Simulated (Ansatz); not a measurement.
# C3H6O (charge +1): rigid scan of one bond length in Python

Wanted for C3H6O (charge +1): a rigid scan of one bond length. SMILES: [CH2][CH+]OC.

Program: the Python package of Ansatz 0.2.0. Level of theory: B3LYP+D3(BJ)/def2-SVP. These are calculated values, not measurements.

## 1. The system

Bond lengths: C1–C2 1.495 Å, C2–O3 1.379 Å, O3–C4 1.407 Å, C1–H5 1.110 Å, C1–H6 1.109 Å, C2–H7 1.086 Å, C4–H8 1.114 Å, C4–H9 1.109 Å, C4–H10 1.114 Å. Angles: C1–C2–O3 120.7°, C1–C2–H7 119.4°, O3–C2–H7 119.8°, C2–C1–H5 110.4°, C2–C1–H6 109.6°, H5–C1–H6 109.4°, C2–O3–C4 107.6°, O3–C4–H8 111.3°, O3–C4–H9 108.6°, O3–C4–H10 111.3°, H8–C4–H9 107.5°, H8–C4–H10 110.5°, H9–C4–H10 107.5°.

The script holds or builds the structure itself.

## 2. Script

scan.py

```python
'''Stretching a bond of C3H6O(+), the rest held rigid.'''

import warnings

import ansatz as az
import numpy as np

BASIS_SET = 'def2-SVP'
FUNCTIONAL = 'b3lyp'
VDW = 'd3bj'
CHARGE = 1


def main() -> None:
    warnings.simplefilter('ignore', az.DeckWarning)

    mol = (
        az.Crystal.molecule()
        .atom('C', (1.6008, -0.6985, 0.3128))
        .atom('C', (0.3306, -0.6845, -0.475))
        .atom('O', (-0.2845, 0.5073, -0.7979))
        .atom('C', (-1.2617, 0.7608, 0.1821))
        .atom('H', (1.8907, 0.3341, 0.5996))
        .atom('H', (2.4103, -1.1525, -0.2951))
        .atom('H', (-0.0755, -1.6196, -0.8484))
        .atom('H', (-2.035, -0.0409, 0.199))
        .atom('H', (-1.7731, 1.7132, -0.0672))
        .atom('H', (-0.8027, 0.8806, 1.19))
    )

    symbols = [site.symbol for site in mol.cartesian_sites]
    start = np.array([site.position_ang for site in mol.cartesian_sites])
    axis = (start[3] - start[2]) / np.linalg.norm(start[3] - start[2])
    moving = [3, 7, 8, 9]
    lengths, energies = [1.238, 1.294, 1.351, 1.407, 1.463, 1.52, 1.576, 1.66], []
    for length in lengths:
        xyz = start.copy()
        xyz[moving] += (length - np.linalg.norm(start[3] - start[2])) * axis
        point = az.Crystal.molecule()
        for symbol, place in zip(symbols, xyz):
            point = point.atom(symbol, place.tolist())
        calc = (
            point.calculation()
            .basis(gaussian=BASIS_SET)
            .functional(FUNCTIONAL, dispersion=VDW)
            .charge(CHARGE)
            .spin('collinear', total=1)
        )
        r = calc.run(threads=1, pin='off').report
        energies.append(r['free_energy_ev'])
        print(f'r = {length:6.3f} A  E = {energies[-1]:.5f} eV  <S^2> = {abs(r["mean_field"]["state"]["spin_squared"]):.3f}')

    # quartic fit about the minimum
    fit = np.polynomial.Polynomial.fit(lengths, np.array(energies) - min(energies), 4).convert()
    roots = [r.real for r in fit.deriv().roots() if abs(r.imag) < 1e-9 and fit.deriv(2)(r.real) > 0]
    r_e = min(roots, key=lambda r: abs(r - lengths[int(np.argmin(energies))]))
    print(f'minimum of the fit at {r_e:.4f} A, force constant {fit.deriv(2)(r_e):.2f} eV/A^2')


if __name__ == '__main__':
    main()
```

## 3. The calls as engine input

The engine receives this input (first run):

```yaml
crystal:
  periodic: [false, false, false]
  atoms:
    - { symbol: C, position_ang: [1.6008, -0.6985, 0.3128] }
    - { symbol: C, position_ang: [0.3306, -0.6845, -0.475] }
    - { symbol: O, position_ang: [-0.2845, 0.5073, -0.7979] }
    - { symbol: C, position_ang: [-1.1443394065667272, 0.7303549422479179, 0.0644031297947121] }
    - { symbol: H, position_ang: [1.8907, 0.3341, 0.5996] }
    - { symbol: H, position_ang: [2.4103, -1.1525, -0.2951] }
    - { symbol: H, position_ang: [-0.0755, -1.6196, -0.8484] }
    - { symbol: H, position_ang: [-1.9176394065667273, -0.07134505775208214, 0.0813031297947121] }
    - { symbol: H, position_ang: [-1.655739406566727, 1.682754942247918, -0.1848968702052879] }
    - { symbol: H, position_ang: [-0.6853394065667272, 0.8501549422479179, 1.072303129794712] }
basis:
  gaussian:
    orbitals: def2-SVP
hamiltonian:
  xc: b3lyp
  dispersion: d3bj
magnetization:
  spin_polarized: true
  initial_magnetization: 1.0
total_charge: 1.0
```

## 4. The run

On the command line:

```
> python scan.py
```

Q: Predict the main results. Wanted: range of energy; lowest point, distance.

**Answer**, as computed:

| quantity | value |
| --- | --- |
| bond length at the fit's minimum | 1.4819 Å |
| runs compared | 8 |
| range of energy | 1.169 eV |
| lowest point, distance (Å) | 1.46 |

What this shows: The lowest point, at 1.46, lies inside the range. The ends stand 1.17 and 0.259 eV above it. The distance scanned is the script's pair 2, 3. Notes:
- The rest of the molecule is held rigid at a force-field or estimated start geometry, and the basis set is modest; single-reference methods fail as a bond breaks.
- The species is open-shell (spin multiplicity 2).
- b3lyp holds the VWN-RPA fit, as in Gaussian; the form of ORCA and Turbomole is b3lyp5.
- For an odd-electron ion, approximate functionals spread the charge over both fragments and lower the stretched end too much.
